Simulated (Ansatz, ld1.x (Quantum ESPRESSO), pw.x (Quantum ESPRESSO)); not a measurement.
# From atom to crystal: ultrasoft potential for B (Z = 5)

ld1.x (Quantum ESPRESSO) 7.5 input, shortened:

```
&input
   title='B', zed=5., rel=1, dft='PW', iswitch=3,
   config='[He] 2s2 2p1 3d-2'
 /
 &inputp
   pseudotype=3, tm=.true., lloc=-1, rcloc=1.55,
   nlcc=.true., rcore=1.45
 /
6
2S  1  0   2.00   0.00  1.30  1.50  0.0
2S  1  0   0.00  -0.10  1.30  1.50  0.0
2P  2  1   1.00   0.00  1.55  1.95  0.0
2P  2  1   0.00   0.40  1.55  1.95  0.0
3D  3  2  -2.00  -0.10  1.50  1.90  0.0
3D  3  2  -2.00   2.50  1.50  1.90  0.0
 &test
   configts(1)='2s2 2p1'
 /
```

Crystal test: sc B in pw.x 7.5, no spin, 17³ k-points, Fermi–Dirac smearing 0.01 Ry, cutoffs 40/600 Ry. The reference is all-electron LAPW (Ansatz 0.2.0) with the same functional, mesh and smearing; V0 and B0 come from Birch–Murnaghan fits to the pressures at five volumes. Errors are pseudo minus all-electron; Δ is the rms difference of the E(V) curves that follow from these fits, minima aligned, over ±6 % about the mean V0. Mesh and smearing are coarse, so the numbers serve the comparison and aren't converged zero-temperature values; the lattice is a test structure that the element need not adopt.

All-electron: a0 = 1.865 Å (V0 = 6.49 Å³/atom), B0 = 249.7 GPa.

Q: How far does the potential miss the all-electron equation of state?

A: mean pressure error (GPa): -2.01; a0 (Å): 1.860; a0 error (%): -0.28; B0 error (%): -0.7; Δ (meV/atom): 2.9. The largest radius (1.95 bohr) exceeds half the bond length (1.77 bohr), so the spheres overlap, which is one possible source of error among others.

```json
{"V (Å³/atom)": "6.193", "P all-electron (GPa)": "12.68", "P pseudo (GPa)": "10.20"}
{"V (Å³/atom)": "6.356", "P all-electron (GPa)": "5.37", "P pseudo (GPa)": "3.15"}
{"V (Å³/atom)": "6.519", "P all-electron (GPa)": "-1.14", "P pseudo (GPa)": "-3.12"}
{"V (Å³/atom)": "6.682", "P all-electron (GPa)": "-6.94", "P pseudo (GPa)": "-8.72"}
{"V (Å³/atom)": "6.845", "P all-electron (GPa)": "-12.11", "P pseudo (GPa)": "-13.71"}
```

Q: At the middle volume, how do free energy and pressure move when the wave cutoff is lowered (ecutrho held at 600 Ry)?

A:

| cutoff (Ry) | shift of F (meV/atom) | shift of P (GPa) |
| --- | --- | --- |
| 18 | +15.3 | -1.16 |
| 24 | +6.6 | -0.12 |
| 32 | +1.7 | -0.21 |

The run at the middle volume (165 k-points, 6 iterations) took about 2.9 s on one core of a shared host (Neoverse-V1, 32 threads, 247 GiB, load 21).
